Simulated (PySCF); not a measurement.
Working out the ionisation energy of F

F [He] 2s2 2p5 (2P) → F⁺ [He] 2s2 2p4 (3P). All numbers are calculated (PySCF 2.14, the spin-free X2C one-electron Hamiltonian (Gaussian nucleus), in aug-cc-pCVTZ-DK with one added diffuse shell each of s, p, d, f type (8s7p5d3f, 75 functions)). Frozen: nothing. Energies in hartree (1 hartree = 27.21139 eV):

```
             part   F (lower)  F⁺ (upper)
              UHF  -99.493808  -98.918541
MP2 opposite-spin   -0.207199   -0.160840
    MP2 same-spin   -0.058733   -0.043833
```

Q: What does Hartree-Fock give?

A: (-98.918541) − (-99.493808) = 0.575267 hartree = 15.654 eV.

Q: What do MP2 and SCS-MP2 (6/5 opposite-spin, 1/3 same-spin) give?

A: The opposite-spin parts differ by 1.261 eV and the same-spin parts by 0.405 eV. MP2: 15.654 + (1.261) + (0.405) = 17.320 eV. SCS-MP2: 15.654 + 1.2 × (1.261) + (0.405)/3 = 17.302 eV.

Measured between the centres of the two terms (NIST): 17.427 eV, so MP2 (valence and next inner shell) is off by -0.107 eV.

What remains against the reference includes basis incompleteness and correlation beyond second order.
